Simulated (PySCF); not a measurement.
CH⁺: energy against distance

Set-up: H def2-SVP, C def2-SVP; no relativity (PySCF 2.14). Energies in eV from H + C⁺ in their ground configurations at the same level. State: ¹Σ⁺ (singlet), closed shell.

Curves on a restricted Hartree–Fock reference rise too fast on stretching and do not dissociate correctly.

```json
{"R (Å)": "0.987", "RHF-CCSD(T)": "", "TPSS": "-3.809", "RHF-MP2": "-3.435"}
{"R (Å)": "1.033", "RHF-CCSD(T)": "-3.844", "TPSS": "-4.075", "RHF-MP2": "-3.681"}
{"R (Å)": "1.079", "RHF-CCSD(T)": "-3.985", "TPSS": "-4.230", "RHF-MP2": "-3.813"}
{"R (Å)": "1.114", "RHF-CCSD(T)": "-4.031", "TPSS": "-4.288", "RHF-MP2": "-3.853"}
{"R (Å)": "1.148", "RHF-CCSD(T)": "-4.037", "TPSS": "-4.306", "RHF-MP2": "-3.851"}
{"R (Å)": "1.182", "RHF-CCSD(T)": "-4.010", "TPSS": "-4.292", "RHF-MP2": "-3.815"}
{"R (Å)": "1.228", "RHF-CCSD(T)": "-3.933", "TPSS": "-4.232", "RHF-MP2": "-3.725"}
{"R (Å)": "1.286", "RHF-CCSD(T)": "-3.787", "TPSS": "-4.108", "RHF-MP2": "-3.562"}
{"R (Å)": "1.355", "RHF-CCSD(T)": "-3.564", "TPSS": "-3.908", "RHF-MP2": "-3.314"}
{"R (Å)": "1.446", "RHF-CCSD(T)": "", "TPSS": "-3.589", "RHF-MP2": "-2.931"}
```

**Question.** Put a parabola through the three lowest points of the RHF-CCSD(T) curve and estimate Re, k and ωe (reduced mass 0.9297 u; 1 eV/Å² = 0.16022 mdyn/Å; ωe = 1302.8·√(k/μ) cm⁻¹).

**Answer.** Through R = 1.114, 1.148, 1.182 Å the second-order coefficient is 14.3 eV/Å², so Re ≈ 1.137 Å, k ≈ 4.57 mdyn/Å and ωe ≈ 2890 cm⁻¹. A polynomial fit of higher order to the unrounded RHF-CCSD(T) energies gives Re = 1.136 Å, k = 4.79 mdyn/Å, ωe = 2958 cm⁻¹; anharmonicity and rounding make the difference.

The higher-order fit for each curve: RHF-CCSD(T): Re = 1.136 Å, ωe = 2958 cm⁻¹, De = 4.04 eV; TPSS: Re = 1.149 Å, ωe = 2829 cm⁻¹, De = 4.31 eV; RHF-MP2: Re = 1.129 Å, ωe = 3050 cm⁻¹, De = 3.86 eV.

Correlated steps freeze 1 core orbital. Correlated levels converge slowly with the basis: in double zeta they bind strong bonds too weakly, by up to about 1 eV, and carry superposition errors of some tenths. For an ion De counts to the pair picked by the measured ionisation energies or electron affinities, which need not be the lowest pair at this level. Where the molecule has an RHF reference, its open-shell atoms are computed with UHF.
